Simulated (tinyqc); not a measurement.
UHF in the sto-3g basis, for H2O, spin multiplicity 3, step by step. This run ends on a higher stationary point, not on the lowest solution. One step of it, computed by the program tinyqc.

Problem. Iteration 1: building the Fock matrix. J_ij = sum D_kl (ij|kl) with D = D(alpha) + D(beta), K_ij = sum D_kl (ik|jl) for each spin; F = H + J - K(s); E = tr D H + tr D J / 2 - 0.5 sum_s tr D(s) K(s) + E_nn.

D(alpha) at the start, lower triangle:
```
            1O 1s      1O 2s    1O 2px     1O 2py     1O 2pz      2H 1s     3H 1s
1O 1s    0.060823
1O 2s   -0.272470   1.240969
1O 2px   0.000000   0.000000  1.000000
1O 2py   0.000000   0.000000  0.000000   1.106790
1O 2pz  -0.015336   0.099266  0.000000   0.000000   1.054244
2H 1s    0.048057  -0.318196  0.000000  -0.256335  -0.173883   1.172688
3H 1s    0.048057  -0.318196  0.000000   0.256335  -0.173883  -0.057905  1.172688
```

D(beta) at the start, lower triangle:
```
            1O 1s      1O 2s    1O 2px     1O 2py     1O 2pz      2H 1s     3H 1s
1O 1s    0.005708
1O 2s   -0.029490   0.169780
1O 2px   0.000000   0.000000  1.000000
1O 2py   0.000000   0.000000  0.000000   0.039704
1O 2pz   0.059308  -0.229804  0.000000   0.000000   0.953154
2H 1s    0.023796  -0.211240  0.000000  -0.155075  -0.141026   1.152400
3H 1s    0.023796  -0.211240  0.000000   0.155075  -0.141026  -0.058975  1.152400
```

core Hamiltonian H = T + V (hartree), lower triangle:
```
             1O 1s      1O 2s     1O 2px     1O 2py     1O 2pz      2H 1s      3H 1s
1O 1s   -32.421313
1O 2s    -7.541887  -9.048971
1O 2px    0.000000   0.000000  -7.217938
1O 2py    0.000000   0.000000   0.000000  -7.290237
1O 2pz   -0.009890  -0.123761   0.000000   0.000000  -7.258477
2H 1s    -0.750687  -1.953751   0.000000  -1.223794  -0.940619  -3.913988
3H 1s    -0.750687  -1.953751   0.000000   1.223794  -0.940619  -0.539036  -3.913988
```

Two-electron integrals (ij|kl) in chemists' order, unique and non-zero (hartree):
```
(11|11) 4.785065    (21|11) 0.741380    (21|21) 0.136873    (22|11) 1.118947
(22|21) 0.256633    (22|22) 0.817206    (31|31) 0.024477    (32|31) 0.037809
(32|32) 0.180518    (33|11) 1.115814    (33|21) 0.256684    (33|22) 0.817023
(33|33) 0.880159    (41|41) 0.024477    (42|41) 0.037809    (42|42) 0.180518
(43|43) 0.047444    (44|11) 1.115814    (44|21) 0.256684    (44|22) 0.817023
(44|33) 0.785270    (44|44) 0.880159    (51|51) 0.024477    (52|51) 0.037809
(52|52) 0.180518    (53|53) 0.047444    (54|54) 0.047444    (55|11) 1.115814
(55|21) 0.256684    (55|22) 0.817023    (55|33) 0.785270    (55|44) 0.785270
(55|55) 0.880159    (61|11) 0.073887    (61|21) 0.013543    (61|22) 0.025291
(61|33) 0.025244    (61|41) 0.000473    (61|42) 0.000899    (61|44) 0.025336
(61|51) 0.000354    (61|52) 0.000674    (61|54) 0.000068    (61|55) 0.025296
(61|61) 0.001356    (62|11) 0.210258    (62|21) 0.048963    (62|22) 0.176609
(62|33) 0.173441    (62|41) 0.002908    (62|42) 0.023880    (62|44) 0.179416
(62|51) 0.002178    (62|52) 0.017882    (62|54) 0.004474    (62|55) 0.176791
(62|61) 0.004947    (62|62) 0.050569    (63|31) 0.004734    (63|32) 0.028948
(63|43) 0.004739    (63|53) 0.003548    (63|63) 0.006626    (64|11) 0.131956
(64|21) 0.031090    (64|22) 0.119824    (64|33) 0.114646    (64|41) 0.006319
(64|42) 0.043917    (64|44) 0.127915    (64|51) 0.001187    (64|52) 0.011209
(64|54) 0.006387    (64|55) 0.116772    (64|61) 0.003253    (64|62) 0.041795
(64|64) 0.040815    (65|11) 0.098810    (65|21) 0.023280    (65|22) 0.089726
(65|33) 0.085848    (65|41) 0.001187    (65|42) 0.011209    (65|44) 0.088687
(65|51) 0.005623    (65|52) 0.037342    (65|54) 0.006864    (65|55) 0.094537
(65|61) 0.002436    (65|62) 0.031297    (65|64) 0.025602    (65|65) 0.025796
(66|11) 0.399327    (66|21) 0.094438    (66|22) 0.392787    (66|33) 0.378968
(66|41) 0.006190    (66|42) 0.072354    (66|44) 0.405270    (66|51) 0.004635
(66|52) 0.054180    (66|54) 0.019695    (66|55) 0.393716    (66|61) 0.009579
(66|62) 0.152905    (66|64) 0.144667    (66|65) 0.108328    (66|66) 0.774606
(71|11) 0.073887    (71|21) 0.013543    (71|22) 0.025291    (71|33) 0.025244
(71|41) -0.000473   (71|42) -0.000899   (71|44) 0.025336    (71|51) 0.000354
(71|52) 0.000674    (71|54) -0.000068   (71|55) 0.025296    (71|61) 0.001336
(71|62) 0.004794    (71|64) 0.002931    (71|65) 0.002364    (71|66) 0.009240
(71|71) 0.001356    (72|11) 0.210258    (72|21) 0.048963    (72|22) 0.176609
(72|33) 0.173441    (72|41) -0.002908   (72|42) -0.023880   (72|44) 0.179416
(72|51) 0.002178    (72|52) 0.017882    (72|54) -0.004474   (72|55) 0.176791
(72|61) 0.004794    (72|62) 0.038881    (72|64) 0.022671    (72|65) 0.023329
(72|66) 0.092602    (72|71) 0.004947    (72|72) 0.050569    (73|31) 0.004734
(73|32) 0.028948    (73|43) -0.004739   (73|53) 0.003548    (73|63) 0.004870
(73|73) 0.006626    (74|11) -0.131956   (74|21) -0.031090   (74|22) -0.119824
(74|33) -0.114646   (74|41) 0.006319    (74|42) 0.043917    (74|44) -0.127915
(74|51) -0.001187   (74|52) -0.011209   (74|54) 0.006387    (74|55) -0.116772
(74|61) -0.002931   (74|62) -0.022671   (74|64) -0.008779   (74|65) -0.013395
(74|66) -0.051415   (74|71) -0.003253   (74|72) -0.041795   (74|74) 0.040815
(75|11) 0.098810    (75|21) 0.023280    (75|22) 0.089726    (75|33) 0.085848
(75|41) -0.001187   (75|42) -0.011209   (75|44) 0.088687    (75|51) 0.005623
(75|52) 0.037342    (75|54) -0.006864   (75|55) 0.094537    (75|61) 0.002364
(75|62) 0.023329    (75|64) 0.013395    (75|65) 0.018662    (75|66) 0.060123
(75|71) 0.002436    (75|72) 0.031297    (75|74) -0.025602   (75|75) 0.025796
(76|11) 0.052543    (76|21) 0.012360    (76|22) 0.048819    (76|33) 0.047682
(76|44) 0.048620    (76|51) 0.000839    (76|52) 0.008416    (76|55) 0.050100
(76|61) 0.001235    (76|62) 0.014013    (76|64) 0.010197    (76|65) 0.009804
(76|66) 0.045896    (76|71) 0.001235    (76|72) 0.014013    (76|74) -0.010197
(76|75) 0.009804    (76|76) 0.005136    (77|11) 0.399327    (77|21) 0.094438
(77|22) 0.392787    (77|33) 0.378968    (77|41) -0.006190   (77|42) -0.072354
(77|44) 0.405270    (77|51) 0.004635    (77|52) 0.054180    (77|54) -0.019695
(77|55) 0.393716    (77|61) 0.009240    (77|62) 0.092602    (77|64) 0.051415
(77|65) 0.060123    (77|66) 0.251170    (77|71) 0.009579    (77|72) 0.152905
(77|74) -0.144667   (77|75) 0.108328    (77|76) 0.045896    (77|77) 0.774606
```

nuclear repulsion = 6.70021315 hartree

Give: Coulomb J; exchange K(alpha); exchange K(beta); F(alpha); F(beta); total energy of this density.

Solution.

Coulomb J (hartree), lower triangle:
```
         1O 1s   1O 2s  1O 2px   1O 2py  1O 2pz   2H 1s   3H 1s
1O 1s   8.2790
1O 2s   1.9076  6.4213
1O 2px  0.0000  0.0000  6.4031
1O 2py  0.0000  0.0000  0.0000   6.4061
1O 2pz  0.0001  0.1030  0.0000   0.0000  6.4503
2H 1s   0.1880  1.5233  0.0000   1.0874  0.8451  4.3724
3H 1s   0.1880  1.5233  0.0000  -1.0874  0.8451  0.4682  4.3724
```

exchange K(alpha) (hartree), lower triangle:
```
         1O 1s   1O 2s  1O 2px   1O 2py  1O 2pz   2H 1s   3H 1s
1O 1s   0.1335
1O 2s   0.1233  1.3150
1O 2px  0.0000  0.0000  1.1593
1O 2py  0.0000  0.0000  0.0000   1.1830
1O 2pz  0.0001  0.0167  0.0000   0.0000  1.1719
2H 1s   0.0163  0.3094  0.0000   0.2053  0.1571  0.8391
3H 1s   0.0163  0.3094  0.0000  -0.2053  0.1571  0.0879  0.8391
```

exchange K(beta) (hartree), lower triangle:
```
          1O 1s    1O 2s  1O 2px   1O 2py  1O 2pz   2H 1s   3H 1s
1O 1s    0.0537
1O 2s    0.0742   0.4266
1O 2px   0.0000   0.0000  0.9416
1O 2py   0.0000   0.0000  0.0000   0.1318
1O 2pz  -0.0092  -0.2519  0.0000   0.0000  0.8855
2H 1s    0.0081   0.1168  0.0000   0.0875  0.0832  0.7752
3H 1s    0.0081   0.1168  0.0000  -0.0875  0.0832  0.0574  0.7752
```

F(alpha) (hartree), lower triangle:
```
           1O 1s    1O 2s   1O 2px   1O 2py   1O 2pz    2H 1s    3H 1s
1O 1s   -24.2759
1O 2s    -5.7575  -3.9427
1O 2px    0.0000   0.0000  -1.9742
1O 2py    0.0000   0.0000   0.0000  -2.0671
1O 2pz   -0.0099  -0.0374   0.0000   0.0000  -1.9801
2H 1s    -0.5790  -0.7398   0.0000  -0.3417  -0.2526  -0.3807
3H 1s    -0.5790  -0.7398   0.0000   0.3417  -0.2526  -0.1587  -0.3807
```

F(beta) (hartree), lower triangle:
```
           1O 1s    1O 2s   1O 2px   1O 2py   1O 2pz    2H 1s    3H 1s
1O 1s   -24.1960
1O 2s    -5.7085  -3.0543
1O 2px    0.0000   0.0000  -1.7564
1O 2py    0.0000   0.0000   0.0000  -1.0159
1O 2pz   -0.0006   0.2312   0.0000   0.0000  -1.6937
2H 1s    -0.5708  -0.5472   0.0000  -0.2239  -0.1787  -0.3167
3H 1s    -0.5708  -0.5472   0.0000   0.2239  -0.1787  -0.1282  -0.3167
```

total energy of this density = -29.133095 hartree

This density is the starting one.
